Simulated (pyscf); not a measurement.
Single points on ωB97X-D3(BJ)/def2-SVP structures (PySCF, gas phase).

Question: Estimate by transition-state theory the rate constant of H₂P–O–GaH₂ + hydrogen (H₂) → HO–PH₂ + gallane (GaH₃) (singlet surface; Ga–O, H–H broken, H–O, Ga–H formed) at 1200 K, with ωB97M-D3(BJ)/def2-TZVP energies (ideal gas, 1 atm, RRHO with modes under 100 cm⁻¹ raised to 100, one conformer, R ln 2 for chiral ones without a mode under 150 cm⁻¹; no tunnelling).

Answer: The electronic barrier is 22.3 kcal/mol and the thermal terms add +37.7, so ΔG‡ = 59.9 kcal/mol. With k_BT/h = 2.50e+13 s⁻¹ and RT = 2.385 kcal/mol, and a volume of 1.64e-19 cm³ per molecule at 1 atm, k = 5.0e-17 cm³ molecule⁻¹ s⁻¹. Wigner's tunnelling factor for 1328i cm⁻¹ would be 1.11. A shift of 1 kcal/mol in the barrier changes k by a factor 1.5. On the product side the descent ends in an adduct with a Ga–O contact, 15.6 kcal/mol under the separated species and 22.5 kcal/mol under the saddle at ωB97X-D3(BJ)/def2-TZVP. What is counted as broken (Ga–O) persists as a longer contact in the product adduct; parting that adduct is a step of its own. At the saddle there is also a short Ga–H contact that neither side keeps. H₂P–O–GaH₂ lies 12.3 kcal/mol over its isomer HO–GaH–PH₂ (electronic energy, ωB97M-D3(BJ)/def2-TZVP). This is the saddle that the search found; another between the same sides may lie lower. Elements up to Kr have no core potential and no relativistic terms here.
